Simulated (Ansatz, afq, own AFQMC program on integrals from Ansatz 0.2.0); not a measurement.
Two steps: Ansatz 0.2.0 writes the Fock matrix and Cholesky factors of the valence space, and afq projects on them the lowest state that overlaps trial and start.

```yaml
crystal:
  periodic: [false, false, false]
  atoms:
    - {symbol: B, position_ang: [0.000000, 0.000000, 1.484785]}
    - {symbol: Al, position_ang: [0.000000, 0.000000, -0.755666]}
    - {symbol: H, position_ang: [0.000000, 1.004980, 2.151421]}
    - {symbol: H, position_ang: [0.000000, -1.004980, 2.151421]}
basis:
  gaussian: {orbitals: aug-cc-pVDZ}
magnetization: {spin_polarized: false}
correlation: {method: ccsd_t, electrons: outside_noble_gas, hamiltonian_folder: ham}
```

```sh
$ ansatz run in.yaml --threads 1 --pin off --events-out ev --progress --plain --max-ram 1843MiB
```

Options of the walk:

```
--method phaseless --trial hf --walkers 120 --populations 1 --least-time 40 --time-step 0.005 --steps-per-block 20 --equilibration-blocks 112 --max-blocks 600 --target-error 0.00102 --factor-cut 1e-05 --seed 7504 --taylor-order 6
```

Times are imaginary, in 1/Eh. The walk had a cap of 1866 s.

Log:

```
orbitals 62  electrons 4 4  factors 504 of 669
reference energy -267.68249620 Eh
CCSD correlation -0.16689764 Eh in 12 cycles, weight of the determinant in the CISD state 0.8677
energy of the start -267.682496 Eh
 block  time / (1/Eh)  mean weight  energy / Eh
     1     0.100  1.0002  -267.707809
     2     0.200  1.0006  -267.730724
     3     0.300  1.0003  -267.741657
     4     0.400  1.0013  -267.753496
     5     0.500  1.0012  -267.764321
    10     1.000  0.9993  -267.800663
    86     8.600  1.0011  -267.843492
   171    17.100  0.9994  -267.870151
   222    22.200  1.0009  -267.834067
   256    25.600  0.9996  -267.857394
   341    34.100  1.0003  -267.866359
   426    42.600  1.0001  -267.857573
   511    51.100  0.9996  -267.868067
   528    52.800  0.9997  -267.883237
   596    59.600  1.0008  -267.869455
   681    68.100  1.0005  -267.847568
   698    69.800  1.0001  -267.837067
blocks merged  error / Eh  count
     1  0.000647  600
     2  0.000880  300
     4  0.001186  150
     8  0.001511  75
    16  0.001939  37
    32  0.002505  18
    64  0.003024  9
energy -267.858553 +/- 0.002505 Eh
(rows thinned)
```

The run failed at least one of its tests; the cautions name the faults. The second half of the sampling lies below the first by 2.3 errors of their difference, so the energy may still be moving and its error bar be too small.

Against this walk (error 68.2 meV) on the same determinant: CCSD(T) 136.2 meV higher (within the noise), CCSDT(Q) 104.2 meV higher (within the noise). The error is statistical and leaves out the bias of the constraint.

Cautions: constraint bias not in the error; error not settled; error above the target (68.2 against 27.8 meV); higher spins were not checked; restricted determinant unstable towards unrestricted (UHF 185 meV lower, ⟨S²⟩ 0.66).

The walk took 7 min on 1 thread of Arm Neoverse V1 (shared host). The log's last line is the phaseless energy.

CCSDT and higher add their correlation energy to the determinant of the CCSD(T) run, since their own runs factorise the integrals more tightly (a shift of under 2 meV). A walk keeps the symmetry of its determinant, which the program's search chose and which needn't be the lowest solution, so a lower state of the same spin and another symmetry isn't excluded.
